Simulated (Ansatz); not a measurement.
Rock-salt PbS was calculated with RPBE (plane waves, PAW; Ansatz, a program for electronic structure).

Total energies, extrapolated to zero smearing (they compare only within this program, potentials and cutoff; free atoms with spin allowed, lowest state found):

```json
[
 {"system": "rock-salt PbS, relaxed", "energy (eV/atom)": "-6414.1565"},
 {"system": "free Pb atom", "energy (eV/atom)": "-11919.1561"},
 {"system": "free S atom", "energy (eV/atom)": "-902.8237"}
]
```

### Question
Work out the cohesive energy per atom.

### Answer
E_coh = [1 × (-11919.1561) + 1 × (-902.8237)]/2 − (-6414.1565) = 3.17 eV/atom. The reference value is 2.98 ± 0.03 eV/atom (worked out here from tabulated enthalpies at 298 K, copied from a table, unchecked, brought to a static lattice with a Debye model, atoms in their spin–orbit ground levels; inputs from the CRC Handbook), not set against a level without spin–orbit coupling.

Spin–orbit coupling is left out; its size isn't shown.

The PAW data were made under PBE.
